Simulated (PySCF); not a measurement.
Compound: boronic acid, BH3O2.
SMILES with atom numbers: `[OH:1][BH:2][OH:3]` (hydrogens: H4 on O1; H5 on B2; H6 on O3)

A GFN2-xTB structure was refined with PySCF 2.14.0, PBE0-D3(BJ)/def2-SVP geometry optimisation, gas phase. Its GFN2-xTB values:

| coordinate | GFN2-xTB |
| --- | --- |
| O1–B2 | 1.318 Å |
| O1–H4 | 0.972 Å |
| B2–O3 | 1.303 Å |
| B2–H5 | 1.189 Å |
| O1–B2–O3 | 111.5° |
| O1–B2–H5 | 126.4° |
| B2–O1–H4 | 106.7° |

Q: How do these coordinates change at the PBE0-D3(BJ)/def2-SVP level?

A: 
| coordinate | PBE0-D3(BJ)/def2-SVP (Å or °) | change |
| --- | --- | --- |
| B2–O3 | 1.354 | +0.051 |
| O1–B2 | 1.354 | +0.036 |
| B2–H5 | 1.218 | +0.029 |
| O1–H4 | 0.960 | -0.012 |
| B2–O1–H4 | 112.5 | +5.8 |
| O1–B2–O3 | 116.9 | +5.4 |
| O1–B2–H5 | 121.5 | -4.9 |

The energy falls by 6.3 kcal/mol over 7 energy and gradient evaluations, the largest force component goes from 0.0956 to 1.7e-04 Eh/bohr, and the atoms move by 0.057 Å rms after alignment. The bond that changes most is B2–O3 (three-coordinate boron to boron-bound oxygen), which lengthens by 0.051 Å. Bonds longer at the end by more than 0.005 Å: 3 of 5; shorter: 2. Rotational constants go from 66135, 11277, 9635 to 68952, 10080, 8795 MHz.

The run used 57 basis functions and 45 SCF cycles in all. Hardware: one thread, Arm Neoverse V1 (aarch64), no GPU, on a shared host. Cost: 5.1 s of wall time, 0.25 GiB resident at most.

Not checked by PBE0-D3(BJ)/def2-SVP frequencies. One conformer, not necessarily the lowest.

Conformer computed: `[OH:1][BH:2][OH:3]`: H–O1–B2–O3 -179°, H–O3–B2–O1 180°.
